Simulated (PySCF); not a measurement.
Carbon tetrafluoride, CF4, SMILES FC(F)(F)F, point group Td.

Force field and properties: PBE0/pcSseg-1 (PySCF, grid level 2). Vibrational terms come from second-order perturbation theory with semi-diagonal cubic constants, by steps of ±0.6 along the normal coordinates of each isotopologue. The parent has the commonest isotopes.

Equilibrium geometry (Å):

```json
{"atom": "F1", "x": "-0.8652", "y": "-0.4528", "z": "-0.8929"}
{"atom": "C2", "x": "0.0068", "y": "0.0023", "z": "-0.0137"}
{"atom": "F3", "x": "-0.2620", "y": "1.2647", "z": "0.2595"}
{"atom": "F4", "x": "-0.0694", "y": "-0.7130", "z": "1.0921"}
{"atom": "F5", "x": "1.2242", "y": "-0.0898", "z": "-0.5137"}
```

Species: parent. Output of the displacement run:

```
mode    cm-1    km/mol   phi_rrr   E(+)/cm-1  E(-)/cm-1
  1    434.16     0.00     -43.0      76.61      79.71
  2    434.59     0.00       9.4      78.57      77.89
  3    631.12     5.24      -2.3     113.54     113.70
  4    631.59     5.23       4.8     113.86     113.52
  5    631.90     5.22       2.5     113.85     113.66
  6    926.84     0.00    -135.5     162.05     171.80
  7   1310.77   454.79    -150.1     230.93     241.70
  8   1311.48   454.86    -210.0     228.87     243.95
  9   1312.07   454.68      67.2     238.72     233.89
```

For the shielding of F5 (σe = 247.35 ppm):

| mode | ω (cm⁻¹) | Σr φrrs (cm⁻¹) | ∂σ/∂q | ∂²σ/∂q² |
| --- | --- | --- | --- | --- |
| 1 | 434 | 0 | 0.004 | -1.522 |
| 2 | 435 | 2 | -0.017 | -1.523 |
| 3 | 631 | 2 | 0.780 | -1.211 |
| 4 | 632 | 2 | 0.260 | -2.028 |
| 5 | 632 | 3 | 0.169 | -2.053 |
| 6 | 927 | -773 | -14.618 | -1.757 |
| 7 | 1311 | -1 | 14.050 | -3.900 |
| 8 | 1311 | 3 | 6.676 | -2.406 |
| 9 | 1312 | 1 | -13.387 | -3.719 |

Task: Work out the zero-point average of this shielding.

Result: With ⟨qs⟩ = −Σr φrrs/(4ωs) and ⟨qs²⟩ = 1/2: the mean displacements are 0.000, -0.001, -0.001, -0.001, -0.001, 0.209, 0.000, -0.001, 0.000. The anharmonic term Σ (∂σ/∂q)⟨q⟩ is -3.05 ppm, the harmonic term ¼ Σ ∂²σ/∂q² is -5.03 ppm, so ⟨σ⟩ = 239.27 ppm.
